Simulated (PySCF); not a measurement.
BF3, SMILES FB(F)F.

Geometry: B3LYP-D3(BJ)/def2-TZVP. The isomer is the one that the SMILES or the coordinates give; other isomers of the formula were not compared.

Two levels are set side by side: TDDFT-PBE/def2-SVPD (PySCF) and ADC(2)/aug-cc-pVDZ (PySCF). Vertical, same geometry; the bases differ. Differences are taken from unrounded values.

```tsv
quantity	ADC(2)
lowest singlet excitation (eV)	10.73
```

**Question.** What does TDDFT-PBE give, and how far is it from ADC(2)? (An estimate is asked for; the answer gives what the named calculation found.)

**Answer.** 
```csv
quantity,TDDFT-PBE,TDDFT-PBE minus ADC(2)
lowest singlet excitation (eV),9.52,-1.20
```

Functionals without exact exchange tend to place singlet excitations lower, as here. Differences between two approximate levels are no errors against the true value.

Rough cost on one machine, each run with all the roots and properties that it gave: ADC(2) against TDDFT-PBE about 10 times.
